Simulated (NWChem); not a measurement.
Program: NWChem. System: C$_{2}$H$_{6}$O, charge 0, spin multiplicity 1, displaced from the optimised geometry. Level: PBE/def2-SVP.

Input file:

```
start mol
memory heap 200 mb stack 900 mb global 1100 mb
geometry units angstroms nocenter noautoz
  C     -1.184301     0.000000    -0.191826
  O      0.000000     0.000000     0.589345
  C      1.184301     0.000000    -0.191826
  H     -1.257703    -0.913136    -0.856304
  H     -1.257703     0.913136    -0.856304
  H     -2.061889     0.000000     0.506181
  H      1.257703    -0.913136    -0.856304
  H      2.061889     0.000000     0.506181
  H      1.257703     0.913136    -0.856304
  symmetry group C2v
end
basis spherical
  * library def2-svp
end
dft
  xc xpbe96 cpbe96
  semidirect memsize 60000000 filesize 0
  iterations 100
  grid xfine
end
task dft gradient
```

Part of the output:

```
             Northwest Computational Chemistry Package (NWChem) 7.3.0
             --------------------------------------------------------

                                NWChem Input Module
                                -------------------

 Scaling coordinates for geometry "geometry" by  1.889725989
 (inverse scale =  0.529177249)

 Turning off AUTOSYM since
 SYMMETRY directive was detected!

                             Geometry "geometry" -> ""
                             -------------------------

 Output coordinates in angstroms (scale by  1.889725989 to convert to a.u.)

  No.       Tag          Charge          X              Y              Z
 ---- ---------------- ---------- -------------- -------------- --------------
    1 C                    6.0000    -1.18430100     0.00000000    -0.19182600
    2 O                    8.0000     0.00000000     0.00000000     0.58934500
    3 C                    6.0000     1.18430100     0.00000000    -0.19182600
    4 H                    1.0000    -1.25770300    -0.91313600    -0.85630400
    5 H                    1.0000    -1.25770300     0.91313600    -0.85630400
    6 H                    1.0000    -2.06188900     0.00000000     0.50618100
    7 H                    1.0000     1.25770300    -0.91313600    -0.85630400
    8 H                    1.0000     2.06188900     0.00000000     0.50618100
    9 H                    1.0000     1.25770300     0.91313600    -0.85630400

 Effective nuclear repulsion energy (a.u.)      82.6487045807

            Nuclear Dipole moment (a.u.)
            ----------------------------
        X                 Y               Z
 ---------------- ---------------- ----------------
     0.0000000000     0.0000000000    -0.0000113384

      Symmetry information
      --------------------

 Group name             C2v
 Group number             16
 Group order               4
 No. of unique centers     4

      Symmetry unique atoms

     1    2    4    6


 Summary of "ao basis" -> "" (spherical)
 ------------------------------------------------------------------------------
       Tag                 Description            Shells   Functions and Types
 ---------------- ------------------------------  ------  ---------------------
 *                          def2-svp                  on all atoms

  pbe96 is a nonlocal functional; adding pw91lda local functional.

                                 NWChem DFT Module
                                 -----------------

 Summary of "ao basis" -> "ao basis" (spherical)
 ------------------------------------------------------------------------------
       Tag                 Description            Shells   Functions and Types
 ---------------- ------------------------------  ------  ---------------------
 C                          def2-svp                 6       14   3s2p1d
 O                          def2-svp                 6       14   3s2p1d
 H                          def2-svp                 3        5   2s1p

 Summary of "ao basis" -> "ao basis" (spherical)
 ------------------------------------------------------------------------------
       Tag                 Description            Shells   Functions and Types
 ---------------- ------------------------------  ------  ---------------------
 C                          def2-svp                 6       14   3s2p1d
 O                          def2-svp                 6       14   3s2p1d
 H                          def2-svp                 3        5   2s1p
[...]
  ----- ------------  ---------------      ----- ------------  ---------------
     3      1.877228  1 C  s                 31     -1.877228  3 C  s
    54     -0.920839  6 H  s                 64      0.920839  8 H  s
    44     -0.863432  4 H  s                 49     -0.863432  5 H  s
    59      0.863432  7 H  s                 69      0.863432  9 H  s
     2      0.211298  1 C  s                 30     -0.211298  3 C  s

 Vector   16  Occ=0.000000D+00  E= 8.594491D-02  Symmetry=a1
              MO Center= -7.3D-14,  8.5D-16,  2.1D-01, r^2= 5.2D+00
   Bfn.  Coefficient  Atom+Function         Bfn.  Coefficient  Atom+Function
  ----- ------------  ---------------      ----- ------------  ---------------
    17      1.118913  2 O  s                 54      0.927386  6 H  s
    64      0.927386  8 H  s                  3     -0.922369  1 C  s
    31     -0.922369  3 C  s                  9     -0.627540  1 C  pz
    37     -0.627540  3 C  pz                23     -0.293852  2 O  pz
     6     -0.237520  1 C  pz                34     -0.237520  3 C  pz

 center of mass
 --------------
 x =   0.00000000 y =   0.00000000 z =   0.09813379

 moments of inertia (a.u.)
 ------------------
          46.953195971859           0.000000000000           0.000000000000
           0.000000000000         208.530891724409           0.000000000000
           0.000000000000           0.000000000000         185.585017654786

     Multipole analysis of the density
     ---------------------------------

     L   x y z        total         alpha         beta         nuclear
     -   - - -        -----         -----         ----         -------
     0   0 0 0     -0.000000    -13.000000    -13.000000     26.000000

     1   1 0 0      0.000000      0.000000      0.000000      0.000000
     1   0 1 0      0.000000      0.000000      0.000000      0.000000
     1   0 0 1     -0.452623     -0.226306     -0.226306     -0.000011

     2   2 0 0    -12.898952    -62.980971    -62.980971    113.062989
     2   1 1 0     -0.000000     -0.000000     -0.000000      0.000000
     2   1 0 1      0.000000      0.000000      0.000000      0.000000
     2   0 2 0    -15.172663    -13.541562    -13.541562     11.910462
     2   0 1 1      0.000000      0.000000      0.000000      0.000000
     2   0 0 2    -15.739128    -19.771299    -19.771299     23.803470

            General Information
            -------------------
          SCF calculation type: DFT
          Wavefunction type:  closed shell.
          No. of atoms     :     9
          No. of electrons :    26
           Alpha electrons :    13
            Beta electrons :    13
          Charge           :     0
          Spin multiplicity:     1
          Use of symmetry is: on ; symmetry adaption is: on
          Maximum number of iterations: 100
          AO basis - number of functions:    72
                     number of shells:    36
          Convergence on energy requested:  1.00D-06
          Convergence on density requested:  1.00D-05
          Convergence on gradient requested:  5.00D-04

              XC Information
              --------------
          PerdewBurkeErnzerhof Exchange Functional  1.000
            Perdew 1991 LDA Correlation Functional  1.000 local
           PerdewBurkeErnz. Correlation Functional  1.000 non-local

             Grid Information
             ----------------
          Grid used for XC integration:  xfine
          Radial quadrature: Mura-Knowles
          Angular quadrature: Lebedev.
          Tag              B.-S. Rad. Rad. Pts. Rad. Cut. Ang. Pts.
          ---              ---------- --------- --------- ---------
          C                   0.70      100          10.0      1454
          O                   0.60      100           8.0      1454
          H                   0.35      100          11.0      1202
          Grid pruning is: on
          Number of quadrature shells:   400
          Spatial weights used:  Erf1

          Convergence Information
          -----------------------
          Convergence aids based upon iterative change in
          total energy or number of iterations.
          Levelshifting, if invoked, occurs when the
          HOMO/LUMO gap drops below (HL_TOL):  1.00D-02
          DIIS, if invoked, will attempt to extrapolate
          using up to (NFOCK): 10 stored Fock matrices.

                    Damping( 0%)  Levelshifting(0.5)       DIIS
                  --------------- ------------------- ---------------
          dE  on:    start            ASAP                start
          dE off:    2 iters        100 iters           100 iters

      Screening Tolerance Information
      -------------------------------
          Density screening/tol_rho:  1.00D-10
          AO Gaussian exp screening on grid/accAOfunc:  14
          CD Gaussian exp screening on grid/accCDfunc:  20
          XC Gaussian exp screening on grid/accXCfunc:  20
          Schwarz screening/accCoul:  1.00D-08

                            NWChem DFT Gradient Module
                            --------------------------

  charge          =   0.00
  wavefunction    = closed shell

  Using symmetry

                         DFT ENERGY GRADIENTS

    atom               coordinates                        gradient
                 x          y          z           x          y          z
   1 C      -2.238004   0.000000  -0.362499   -0.002178   0.000000   0.000302
   2 O       0.000000   0.000000   1.113701    0.000000   0.000000   0.007222
   3 C       2.238004   0.000000  -0.362499    0.002178   0.000000   0.000302
   4 H      -2.376714  -1.725577  -1.618180   -0.000469  -0.006022  -0.004141
   5 H      -2.376714   1.725577  -1.618180   -0.000469   0.006022  -0.004141
   6 H      -3.896405   0.000000   0.956543   -0.007247   0.000000   0.004369
   7 H       2.376714  -1.725577  -1.618180    0.000469  -0.006022  -0.004141
   8 H       3.896405   0.000000   0.956543    0.007247   0.000000   0.004369
   9 H       2.376714   1.725577  -1.618180    0.000469   0.006022  -0.004141

                 ----------------------------------------
                 |  Time  |  1-e(secs)   |  2-e(secs)   |
                 ----------------------------------------
                 |  CPU   |       0.00   |       0.69   |
                 ----------------------------------------
                 |  WALL  |       0.00   |       0.69   |
                 ----------------------------------------

 Task  times  cpu:        8.6s     wall:        8.6s

 Total times  cpu:        8.7s     wall:        8.7s
```
